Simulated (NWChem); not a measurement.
**CH5FSi (SMILES C[SiH2]F): levels of theory compared**

Wanted: a comparison of 4 runs (HF/STO-3G, HF/3-21G, B3LYP/6-31G*) of CH5FSi. 

The results are computed with NWChem 7.3.0.

2 further runs of the same task are left out: 1 that didn't finish, 1 set aside as unsound or not needed.

## (1) Starting point

CH5FSi has 8 atoms, charge 0, and is taken as a singlet. As SMILES, `C[SiH2]F`. The shape is that of a PBE0-D4/def2-TZVP optimisation.

Bond lengths: C1–Si2 1.853 Å, Si2–F3 1.604 Å, C1–H4 1.092 Å, C1–H5 1.094 Å, C1–H6 1.092 Å, Si2–H7 1.485 Å, Si2–H8 1.485 Å. Some angles: C1–Si2–F3 109.4°, C1–Si2–H7 111.5°, C1–Si2–H8 111.5°, F3–Si2–H7 107.3°, F3–Si2–H8 107.3°, Si2–C1–H4 111.0°, Si2–C1–H5 110.1°, Si2–C1–H6 111.1°, H7–Si2–H8 109.7°, H4–C1–H5 108.1°.

## (2) Energy and forces at HF/STO-3G (run 1)

The input, run.py:

```python
from ase import Atoms
from ase.calculators.nwchem import NWChem

molecule = Atoms('CSiFHHHHH', positions=[
    [-0.521400, 0.700300, -0.437000],
    [0.448400, -0.642000, 0.395200],
    [1.946500, -0.649600, -0.178800],
    [-0.562400, 0.542500, -1.517100],
    [-1.546700, 0.713200, -0.056500],
    [-0.077200, 1.680300, -0.248400],
    [0.538700, -0.420800, 1.860700],
    [-0.133700, -1.981200, 0.126000],
])

calc = NWChem(
    label='ch5fsi',
    theory='scf',
    memory='2200 mb',
    basis='STO-3G',
    basispar='spherical bse',
    scf={'nopen': '0', 'rhf': None, 'thresh': '1e-08', 'maxiter': '80'},
)
molecule.calc = calc

forces = molecule.get_forces()
e = molecule.get_potential_energy()
print(f"E = {e:.6f} eV")
print("forces (eV/A):")
for s, f in zip(molecule.symbols, forces):
    print(f"{s:2s} {f[0]:10.5f} {f[1]:10.5f} {f[2]:10.5f}")
print("dipole (e A):", molecule.get_dipole_moment().round(4))
```

Launch:

```
$ export ASE_NWCHEM_COMMAND="nwchem PREFIX.nwi > PREFIX.nwo"
$ python run.py
```

What it wrote:

```text
E = -11537.201216 eV
forces (eV/A):
C    -0.38561    0.21618   -0.04371
Si   -0.76218   -1.36551    1.52266
F     0.70664    0.02612   -0.29671
H    -0.01219    0.14604    0.46218
H     0.46146    0.09210   -0.25860
H    -0.24307   -0.39739   -0.14141
H    -0.25377   -0.21968   -1.57974
H     0.48872    1.50204    0.33532
dipole (e A): [-0.2284  0.0343  0.0578]
```

The calculator wrote ch5fsi.nwi:

```
title "ch5fsi"

permanent_dir ch5fsi

scratch_dir ch5fsi

start ch5fsi

geometry units angstrom nocenter noautosym noautoz
  C  -5.2139999999999997e-01 7.0030000000000003e-01 -4.3700000000000000e-01
  Si 4.4840000000000002e-01 -6.4200000000000002e-01 3.9520000000000000e-01
  F  1.9464999999999999e+00 -6.4959999999999996e-01 -1.7879999999999999e-01
  H  -5.6240000000000001e-01 5.4249999999999998e-01 -1.5170999999999999e+00
  H  -1.5467000000000000e+00 7.1319999999999995e-01 -5.6500000000000002e-02
  H  -7.7200000000000005e-02 1.6802999999999999e+00 -2.4840000000000001e-01
  H  5.3869999999999996e-01 -4.2080000000000001e-01 1.8607000000000000e+00
  H  -1.3370000000000001e-01 -1.9812000000000001e+00 1.2600000000000000e-01
end

memory 2200 mb

basis spherical bse noprint
   * library STO-3G
end

scf
  nopen 0
  rhf
  thresh 1e-08
  maxiter 80
end

task scf gradient
```

ch5fsi.nwo:

```text
Northwest Computational Chemistry Package (NWChem) 7.3.0
             --------------------------------------------------------

           Job information
           ---------------

    nwchem branch   = 7.3.0
    use scalapack   = T
    input           = ch5fsi.nwi
    prefix          = ch5fsi.
    data base       = ch5fsi/ch5fsi.db
    status          = startup
    nproc           =        1

           Memory information
           ------------------

    heap     =     72089600 doubles =      550.0 Mbytes
    stack    =     72089597 doubles =      550.0 Mbytes
    global   =    144179200 doubles =     1100.0 Mbytes (distinct from heap & stack)
    total    =    288358397 doubles =     2200.0 Mbytes
    verify   = yes
    hardfail = no

[... 138 lines left out ...]
 Convergence threshold     :          1.000E-08
[... 12 lines left out ...]
       Final RHF  results
[... 3 lines left out ...]
      One-electron energy =   -821.665799194459
[... 1 line left out ...]
 Nuclear repulsion energy =    115.959123818241
[... 32 lines left out ...]
                       ROHF Final Molecular Orbital Analysis
[... 176 lines left out ...]
                         RHF ENERGY GRADIENTS

    atom               coordinates                        gradient
                 x          y          z           x          y          z
   1 C      -0.985303   1.323375  -0.825810    0.007499  -0.004204   0.000850
   2 Si      0.847353  -1.213204   0.746820    0.014822   0.026555  -0.029611
   3 F       3.678352  -1.227566  -0.337883   -0.013742  -0.000508   0.005770
[... 4 lines of this table left out ...]
   8 H      -0.252656  -3.743925   0.238105   -0.009504  -0.029210  -0.006521

                 ----------------------------------------
                 |  Time  |  1-e(secs)   |  2-e(secs)   |
                 ----------------------------------------
                 |  CPU   |       0.00   |       0.34   |
                 ----------------------------------------
                 |  WALL  |       0.00   |       0.34   |
                 ----------------------------------------

 Task  times  cpu:        1.5s     wall:        1.5s
 Total times  cpu:        1.5s     wall:        1.5s
```

Run time: 3.3 s. Hardware: 1 thread of Intel Xeon Platinum 8259CL at 2.50GHz (Skylake/Cascade Lake), shared host; peak memory 0.1 GiB.

## (3) Energy and gradient at HF/3-21G (run 2)

The input, ch5fsi.nw:

```
start ch5fsi
title "CH5FSi gradient"
memory 2200 mb
charge 0

geometry units angstrom noautosym nocenter noautoz
  C       -0.521400       0.700300      -0.437000
  Si       0.448400      -0.642000       0.395200
  F        1.946500      -0.649600      -0.178800
  H       -0.562400       0.542500      -1.517100
  H       -1.546700       0.713200      -0.056500
  H       -0.077200       1.680300      -0.248400
  H        0.538700      -0.420800       1.860700
  H       -0.133700      -1.981200       0.126000
end

basis spherical bse
  C library 3-21G
  Si library 3-21G
  F library 3-21G
  H library 3-21G
end

scf
  thresh 1e-08
  maxiter 80
  print low
end

task scf gradient
```

Launch:

```
$ nwchem ch5fsi.nw > ch5fsi.out
```

What it wrote:

```text
[...]
  functions       =    41
[...]
  wavefunction    = RHF
[...]
         Total SCF energy =   -426.920305911125
      One-electron energy =   -822.320238287348
      Two-electron energy =    279.440808557982
 Nuclear repulsion energy =    115.959123818242
        Time for solution =      1.3s
[...]
                         RHF ENERGY GRADIENTS
    atom               coordinates                        gradient
                 x          y          z           x          y          z
   1 C      -0.985303   1.323375  -0.825810    0.011334  -0.011751   0.006138
   2 Si      0.847353  -1.213204   0.746820    0.011477   0.013356  -0.016444
   3 F       3.678352  -1.227566  -0.337883   -0.026246   0.000619   0.009599
   4 H      -1.062782   1.025176  -2.866903    0.000580  -0.002437  -0.004845
   5 H      -2.922839   1.347753  -0.106770   -0.004167  -0.001283   0.002738
   6 H      -0.145887   3.175307  -0.469408    0.003250   0.003864   0.002146
   7 H       1.017995  -0.795197   3.516213    0.002176  -0.000516   0.001084
   8 H      -0.252656  -3.743925   0.238105    0.001595  -0.001852  -0.000416
 Task  times  cpu:        1.8s     wall:        1.8s
 Total times  cpu:        1.8s     wall:        1.8s
```

Wall time 2.4 s (1 thread of Intel Xeon Platinum 8259CL at 2.50GHz (Skylake/Cascade Lake), shared host); peak memory 0.1 GiB.

Run 3 isn't shown in full; the table further down has it.

## (4) Energy and gradient at B3LYP/6-31G(d) (Cartesian functions) (run 4)

The input, test.nw:

```
start test
title "CH5FSi gradient"
memory total 2200 mb
charge 0
geometry units bohr noautosym nocenter noautoz
   C   -0.98530320   1.32337521  -0.82581032
   Si   0.84735319  -1.21320417   0.74681976
   F    3.67835190  -1.22756609  -0.33788303
   H   -1.06278197   1.02517642  -2.86690350
   H   -2.92283940   1.34775267  -0.10676953
   H   -0.14588686   3.17530681  -0.46940797
   H    1.01799546  -0.79519675   3.51621340
   H   -0.25265638  -3.74392540   0.23810549
end
basis
   * library 6-31G*
end
dft
   xc b3lyp
   mult 1
   grid xfine
   convergence energy 1e-08
   iterations 100
   mulliken
   noprint "final vectors analysis"
end
task dft gradient
```

Launch:

```
$ nwchem test.nw > test.out
```

What it wrote:

```text
[...]
          Wavefunction type:  closed shell.
          No. of atoms     :     8
          No. of electrons :    34
[...]
          Charge           :     0
          Spin multiplicity:     1
[...]
          AO basis - number of functions:    59
[...]
              XC Information
              --------------
                         B3LYP Method XC Potential
                     Hartree-Fock (Exact) Exchange  0.200
                        Slater Exchange Functional  0.800 local
                    Becke 1988 Exchange Functional  0.720 non-local
              Lee-Yang-Parr Correlation Functional  0.810
                  VWN I RPA Correlation Functional  0.190 local
[...]
 d= 0,ls=0.0,diis     1   -430.4628255464 -5.46D+02  1.86D-02  5.06D-01     3.2
[...]
 d= 0,ls=0.0,diis     8   -430.5128941752 -4.02D-09  3.08D-06  4.42D-08    21.6
         Total DFT energy =     -430.512894175206
      One electron energy =     -825.599317921920
           Coulomb energy =      317.897574319490
    Exchange-Corr. energy =      -38.770266053034
 Nuclear repulsion energy =      115.959115480258
[...]
      Total Density - Mulliken Population Analysis
     ---------------------------------------------
    Atom       Charge   Shell Charges
 -----------   ------   -------------------------------------------------------
    1 C    6     6.69   1.99  0.67  2.15  0.68  1.18  0.02
    2 Si  14    13.25   2.00  1.99  5.96  1.01  1.67  0.19  0.24  0.19
    3 F    9     9.39   1.99  0.95  3.32  0.94  2.11  0.07
    4 H    1     0.82   0.52  0.30
    5 H    1     0.83   0.52  0.31
    6 H    1     0.82   0.52  0.30
    7 H    1     1.10   0.52  0.59
    8 H    1     1.10   0.52  0.59
[...]
  wavefunction    = closed shell
                         DFT ENERGY GRADIENTS
    atom               coordinates                        gradient
                 x          y          z           x          y          z
   1 C      -0.985303   1.323375  -0.825810    0.002294  -0.001407   0.000326
   2 Si      0.847353  -1.213204   0.746820    0.001959   0.004281  -0.004583
   3 F       3.678352  -1.227566  -0.337883   -0.010074   0.000011   0.003877
   4 H      -1.062782   1.025176  -2.866904    0.000459  -0.000391   0.002126
   5 H      -2.922839   1.347753  -0.106770    0.002407  -0.000828  -0.000184
   6 H      -0.145887   3.175307  -0.469408   -0.000304  -0.002152   0.000139
   7 H       1.017995  -0.795197   3.516213    0.001432  -0.000223  -0.001361
   8 H      -0.252656  -3.743925   0.238105    0.001826   0.000709  -0.000339
[...]
```

Wall time 29 s (1 thread of Intel Xeon Platinum 8259CL at 2.50GHz (Skylake/Cascade Lake), shared host); peak memory 0.14 GiB.

## (5) The series

```csv
run,level,iteration cap,module,energy (Eh),largest force (eV/Å),wall time
1,HF/STO-3G,80,scf,-423.984328,2.183,3.3 s
2,HF/3-21G,80,scf,-426.920306,1.437,2.4 s
3,B3LYP/6-31G* (spherical functions),100,dft,-430.509230,0.610,29 s
4,B3LYP/6-31G* (Cartesian functions),100,dft,-430.512894,0.555,29 s
```

## (6) Summary of results

```
                       quantity          value
            run 4: total energy  -430.51289 Eh
           run 4: dipole moment         1.70 D
run 4: largest force on an atom     0.555 eV/Å
```

In run 1 the basis is minimal, so the values are rough. All runs together took 63 s, the longest 29 s.
